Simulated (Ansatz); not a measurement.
Species: C$_{4}$H$_{5}$, charge -1, multiplicity 1. It need not be the lowest isomer of its formula. Whether it binds its extra electron was not tested at this geometry. SMILES: [C@-]12C[C@H]1C2
Coordinates optimised at B3LYP-D3(BJ)/def2-TZVP (Ansatz, a program for electronic structure):
```xyz
9

C      0.0491     1.1076     0.2895
C      0.0351    -1.1069     0.2944
C      0.8330    -0.0063    -0.4426
C     -0.6956     0.0036    -0.3544
H      0.0118     1.1705     1.3920
H      0.0632     2.0901    -0.1855
H     -0.0030    -1.1644     1.3971
H      0.0367    -2.0915    -0.1763
H     -1.4380     0.0066    -1.1493
```
Charge -1, spin multiplicity 1.

Problem. Give the harmonic wavenumbers at B3LYP-D3(BJ)/def2-TZVP (Ansatz, finite differences of forces, unscaled).

Solution. 454, 611, 768, 785, 848, 912, 975, 995, 1045, 1079, 1086, 1107, 1221, 1257, 1470, 1497, 2864, 2873, 3038, 3046, 3058 cm⁻¹. Zero-point energy 44.3 kcal/mol.

Problem. From these and the geometry, give the ideal-gas thermochemistry at 298.15 K and 1 atm (rigid rotor, harmonic oscillator).

Solution. Point group Cs, rotational symmetry number 1. Rotational constants 18.42, 9.689, 8.818 GHz. S(trans) 37.83, S(rot) 22.84, S(vib) 2.54, S(elec, spin only) 0.00, S 63.2 cal/(mol K). H(298) - H(0) 2.95 kcal/mol; G - E(el) 28.4 kcal/mol.
